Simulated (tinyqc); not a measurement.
Hueckel theory of the pi electrons, for the molecule c1ccsc1 (SMILES; centres numbered as the heavy atoms are written), step by step. Computed by tinyqc, a small Python program that keeps every step. Settings: charge = 0. Command: `OMP_NUM_THREADS=1 python tinyqc.py 28392 28393 out.jsonl` (the two numbers bound the seeds that draw the settings). One thread of a shared host (Intel(R) Xeon(R) Processor @ 2.60GHz), about 0.01 s of CPU time with the checks.

## The Hueckel matrix

Centres:
```
centre  z_r, pi electrons of the neutral centre         h
1C                                            1  0.000000
2C                                            1  0.000000
3C                                            1  0.000000
4S                                            2  1.050000
5C                                            1  0.000000
```

Bonds:
```
i  j         k
1  2         1
2  3         1
3  4  0.660000
4  5  0.660000
5  1         1
```

H_rr = alpha + h_r beta, H_rs = k_rs beta for bonded centres.

Hueckel matrix in units of beta (H = alpha + beta A):
```
          1C        2C        3C        4S        5C
1C  0.000000  1.000000  0.000000  0.000000  1.000000
2C  1.000000  0.000000  1.000000  0.000000  0.000000
3C  0.000000  1.000000  0.000000  0.660000  0.000000
4S  0.000000  0.000000  0.660000  1.050000  0.660000
5C  1.000000  0.000000  0.000000  0.660000  0.000000
```

## Orbitals

pi electrons, sum of z_r less the charge = 6

Diagonalise; E = alpha + x beta with beta < 0, so the largest x are filled first; degenerate levels share their electrons. P = sum n_i c_ri c_si; each orbital has its largest coefficient positive (the first on a tie).

x values: 1.972554  1.026379  0.618034  -0.948934  -1.618034

occupations: 2.000000  2.000000  2.000000  0.000000  0.000000

coefficients:
```
         MO1        MO2        MO3        MO4        MO5
1C  0.414225  -0.489441  -0.371748  -0.298103   0.601501
2C  0.414225  -0.489441   0.371748  -0.298103  -0.601501
3C  0.402856  -0.012911   0.601501   0.580982   0.371748
4S  0.576411   0.721499   0.000000  -0.383653   0.000000
5C  0.402856  -0.012911  -0.601501   0.580982  -0.371748
```

charge and bond-order matrix P:
```
           1C         2C         3C         4S         5C
1C   1.098663   0.545877  -0.100829  -0.228736   0.793598
2C   0.545877   1.098663   0.793598  -0.228736  -0.100829
3C  -0.100829   0.793598   1.048526   0.445791  -0.398687
4S  -0.228736  -0.228736   0.445791   1.705621   0.445791
5C   0.793598  -0.100829  -0.398687   0.445791   1.048526
```

## Energy, charges, bond orders

E = sum n x; q_r = z_r - P_rr; bond order p = P_rs; free valence = sqrt(3) - sum of p over the bonds of the atom.

pi energy = 6 alpha + this times beta = 7.233935

pi charges: 1C -0.098663, 2C -0.098663, 3C -0.048526, 4S 0.294379, 5C -0.048526

Bond orders and lengths from R = 1.517 - 0.180 p (angstrom, C-C alone):
```
bond         p         R
1-2   0.545877  1.418742
2-3   0.793598  1.374152
3-4   0.445791         -
4-5   0.445791         -
5-1   0.793598  1.374152
```

free valence of the carbons: 1C 0.392576, 2C 0.392576, 3C 0.492662, 5C 0.492662

gap between the highest filled and the next level = 1.566968 |beta|
